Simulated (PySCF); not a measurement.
pyrazine (C4H4N2), SMILES c1nccnc1.

The structure is a stationary point at PBE0-D3(BJ)/def2-SVP.

These are B3LYP/def2-TZVP in PySCF values and carry that method's errors.

Symmetry labels are those of the subgroup D2h that the program uses (full group D2h).

Computed valence orbital energies around the gap with their symmetry:
```csv
orbital,symmetry,energy (eV)
HOMO−7,B1u,-13.50
HOMO−6,B2u,-12.15
HOMO−5,B3u,-11.95
HOMO−4,B3g,-10.89
HOMO−3,B2g,-9.36
HOMO−2,B1u,-8.76
HOMO−1,B1g,-7.82
HOMO,Ag,-7.07
LUMO,B3u,-1.75
LUMO+1,Au,-1.07
LUMO+2,Ag,1.47
LUMO+3,B2u,1.83
```
